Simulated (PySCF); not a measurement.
Molecular orbitals of MgF

TPSSh at R = 1.750 Å; Mg 3-21G, F 3-21G; no relativity (PySCF 2.14). State: ²Σ⁺ (doublet), unpaired electrons σ ↑. Only the outer orbitals are listed, counted within each symmetry.

```tsv
spin	orbital	occ.	ε (eV)	on Mg (%)	main shells (%)
α	1π	1	-48.35	100	100 Mg p
α	1π	1	-48.35	100	100 Mg p
α	4σ	1	-48.27	100	100 Mg p
α	5σ	1	-27.70	3	96 F s
α	6σ	1	-8.57	15	83 F p, 12 Mg s
α	2π	1	-7.54	8	92 F p
α	2π	1	-7.54	8	92 F p
α	7σ	1	-5.10	94	75 Mg s, 19 Mg p
α	3π	0	-0.82	93	93 Mg p
α	3π	0	-0.82	93	93 Mg p
α	8σ	0	1.11	99	87 Mg p, 12 Mg s
β	1π	1	-48.26	100	100 Mg p
β	1π	1	-48.26	100	100 Mg p
β	4σ	1	-48.15	100	100 Mg p
β	5σ	1	-27.63	3	96 F s
β	6σ	1	-8.30	13	85 F p, 10 Mg s
β	2π	1	-7.53	7	93 F p
β	2π	1	-7.53	7	93 F p
β	7σ	0	-3.70	96	77 Mg s, 19 Mg p
β	3π	0	-0.21	94	94 Mg p
β	3π	0	-0.21	94	94 Mg p
```

Which are the highest filled and the lowest empty level, where do they sit, and how wide is the gap?

Highest filled α 7σ at -5.10 eV (in %: 75 Mg s, 19 Mg p); lowest empty β 7σ at -3.70 eV (in %: 77 Mg s, 19 Mg p); the gap at TPSSh is 1.40 eV.

```
bond order (Mayer)                              : 1.02
⟨S²⟩                                            : 0.751
charge on Mg (Mulliken, basis-dependent)        : 0.44
charge on Mg (Löwdin, basis-dependent)          : 0.31
dipole moment (positive dipole means Mg(−)F(+)) : -2.00 D
```

3-21G is very small, so such numbers show the basis as much as the molecule. The state was picked by a PBE0 search and need not be the measured ground state.
